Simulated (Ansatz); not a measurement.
## Relative stability

Two relaxed structures of AlSiH4S (charge -1), closed shell (PBE0-D4/def2-TZVPD; forces vanish, vibrations not checked).

A:

```
atom    x (Å)    y (Å)    z (Å)
 Si1  -0.9275   0.3196  -1.5923
 Al2   0.1774  -0.4156   0.5230
  S3   2.0979  -1.2122   0.5319
  H4  -2.4070   0.6046  -1.5223
  H5  -0.3682   1.5967  -2.1588
  H6  -0.8089  -0.1550   1.7811
  H7  -0.8126  -0.6480  -2.7355
```

B:

Si1  (-0.025, 0.047, 0.009)
Al2  (-1.339, -0.673, -2.068)
S3  (1.845, -1.068, 0.444)
H4  (-2.330, 0.579, -1.511)
H5  (0.446, 1.484, 0.023)
H6  (-0.765, -0.040, 1.326)
H7  (2.223, -0.420, 1.560)
(Å)

Computed with Ansatz 0.2.0 (basis: def2-TZVPPD); correlated methods freeze the cores. B3LYP uses VWN-RPA correlation.

Problem. Which structure is lower at CCSD(T), and by how much? (An estimate is asked for; the value comes from the calculation.)

Solution. The calculation gives: A, by 1.806 eV (electronic energy, against the other). By their contacts, A is AlSiH₄S ([SiH3][AlH][S]), total charge -1 and B is AlSiH₄S ([AlH][SiH2][SH]), total charge -1.

All methods give the same order:

| method | E(B) − E(A) (eV) |
| --- | --- |
| PBE-D4 | 1.689 |
| r2SCAN-D4 | 1.919 |
| PBE0-D4 | 1.747 |
| B3LYP-D4 | 1.800 |
| wB97M-V | 1.778 |
| HF | 1.961 |
| MP2 | 1.971 |
| CCSD | 1.799 |
| CCSD(T) | 1.806 |

The T1 diagnostic stays at or below 0.016. The restricted Hartree–Fock reference is unstable towards an unrestricted one at one or more of these structures.

Labels in which every atom is bracketed show which atoms are joined, not bond orders.

For scale, one of the runs: CCSD(T)/def2-TZVPPD, 215 basis functions, launched by `ansatz run in.yaml --threads 2 --pin off --events-out ev --progress --plain --max-ram 4352MiB`. The run took 22 s on 2 CPU threads of an Intel Xeon 6975P-C (shared host), with 2.9 GiB of host memory at its peak.
